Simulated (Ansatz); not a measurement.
**C₃H₂S₃: how energies converge with the basis set**

Aim: see how fast density functionals converge with the basis set for C₃H₂S₃.

Computed with Ansatz 0.2.0, Gaussian basis. Level: one geometry, several basis sets.

The runs, in order: PBE0-D4/def2-SVP; ωB97M-V/def2-SVP; PBE0-D4/def2-QZVPP; ωB97M-V/def2-QZVPP; the functionals' def2-TZVPP values are taken from earlier runs.

### 1 The geometry

The geometry comes from an earlier relaxation with PBE0-D4 in a triple-zeta def2 set; it is a stationary point, not always the lowest conformer.

SMILES `S=c1sccs1`, 8 atoms, charge 0, spin multiplicity 1.

Atoms are counted from 1 here; the program's logs count them from 0.

Bond lengths: S1–C2 1.632 Å, C2–S3 1.738 Å, C2–S6 1.738 Å, S3–C4 1.722 Å, C4–C5 1.338 Å, C4–H7 1.082 Å, C5–S6 1.722 Å, C5–H8 1.082 Å. Angles: S1–C2–S3 124.2°, S1–C2–S6 124.2°, S3–C2–S6 111.6°, C2–S3–C4 97.7°, S3–C4–C5 116.5°, S3–C4–H7 118.6°, C5–C4–H7 124.9°, C4–C5–S6 116.5°, C4–C5–H8 124.9°, S6–C5–H8 118.6°, C2–S6–C5 97.7°.

As a file:

```mol
C3H2S3
  3D, bonds by distance, orders not assigned

  8  8  0  0  0  0  0  0  0  0999 V2000
    0.9110   -0.9248    2.8726 S   0  0
    0.4395   -0.4461    1.3857 C   0  0
    1.3994   -0.6338   -0.0506 S   0  0
    0.2901    0.0718   -1.1628 C   0  0
   -0.8662    0.5131   -0.6540 C   0  0
   -1.0848    0.3144    1.0426 S   0  0
    0.5686    0.1279   -2.2065 H   0  0
   -1.6575    0.9775   -1.2270 H   0  0
  1  2  8  0
  2  3  8  0
  3  4  8  0
  4  5  8  0
  5  6  8  0
  4  7  8  0
  5  8  8  0
  2  6  8  0
M  END
```

### 2 PBE0-D4 in def2-SVP

File in.yaml:

```yaml
crystal:
  periodic: [false, false, false]
  atoms:
    - {symbol: S, position_ang: [0.911024, -0.924843, 2.872631]}
    - {symbol: C, position_ang: [0.439463, -0.446111, 1.385696]}
    - {symbol: S, position_ang: [1.399390, -0.633811, -0.050562]}
    - {symbol: C, position_ang: [0.290078, 0.071778, -1.162775]}
    - {symbol: C, position_ang: [-0.866234, 0.513124, -0.653971]}
    - {symbol: S, position_ang: [-1.084792, 0.314434, 1.042556]}
    - {symbol: H, position_ang: [0.568553, 0.127902, -2.206544]}
    - {symbol: H, position_ang: [-1.657470, 0.977548, -1.227041]}
basis:
  gaussian: {orbitals: def2-SVP}
hamiltonian: {xc: pbe0, dispersion: d4}
output: {orbitals: {seedname: orbitals}}
```

Started as:

```
ansatz run in.yaml --threads 4 --pin off --events-out ev --progress --plain --max-ram 10444MiB
```

After this run come: ωB97M-V in def2-SVP; PBE0-D4 in def2-QZVPP; ωB97M-V in def2-QZVPP.

Q: Predict the results of all the runs planned. Wanted: PBE0-D4: double and triple zeta above quadruple; ωB97M-V: double and triple zeta above quadruple.

As calculated:

```
                                       quantity           value
PBE0-D4: double and triple zeta above quadruple  16.00, 1.14 eV
ωB97M-V: double and triple zeta above quadruple  15.94, 1.07 eV
```

PBE0-D4 gains 14.86 eV from double to triple zeta, then 1.14 eV more. These are total energies; as a rule much of such shifts cancels in differences, which this series doesn't test.
